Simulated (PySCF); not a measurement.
System (SMILES): C#C (C2H2).
Geometry (B3LYP-D3(BJ)/def2-TZVP, fixed):
```xyz
4

C      0.0000     0.0000    -0.5984
C      0.0000     0.0000     0.5984
H      0.0000     0.0000     1.6611
H      0.0000     0.0000    -1.6611
```

Basis-set convergence of the isotropic shielding of C1 at HF with PySCF. GIAO, no density fitting; atoms are numbered in the order shown. All functions are spherical. Core-valence sets carry the plain set on hydrogen. No added dispersion term, no relativity. Reference: the value in pcseg-3, 113.96 ppm, itself unsure by roughly 1.88 ppm (its distance from pcSseg-2). Deviations are taken from unrounded values.

| basis | functions |
|---|---|
| STO-3G | 12 |
| 3-21G | 22 |
| 6-31G | 22 |
| pcseg-0 | 22 |
| 6-31G* | 32 |
| 6-31G** | 38 |
| pcseg-1 | 38 |
| 6-311G** | 48 |
| pcseg-2 | 88 |
| cc-pCVTZ | 114 |
| pcseg-3 | 186 |

Question: Which is the smallest set listed that can be trusted to 10 ppm here, that is, within that of the reference together with its larger relatives (same family, alike in diffuse functions; a set with none to test it counts only in the reference's own line)?

Answer: The smallest set listed that lies within 10 ppm of the reference with all its larger relatives (same family, alike in diffuse functions; a set with none counts only in the reference's own line) is pcseg-2 (88 functions, 0.76 ppm off). Inside, with no larger relative to test it: 6-311G**, cc-pCVTZ. Value minus reference: STO-3G 64.29, 3-21G 28.66, 6-31G 19.56, pcseg-0 20.67, 6-31G* 20.03, 6-31G** 20.11, pcseg-1 13.56, 6-311G** 5.08, pcseg-2 0.76, cc-pCVTZ 4.01, pcseg-3 0.00 ppm.
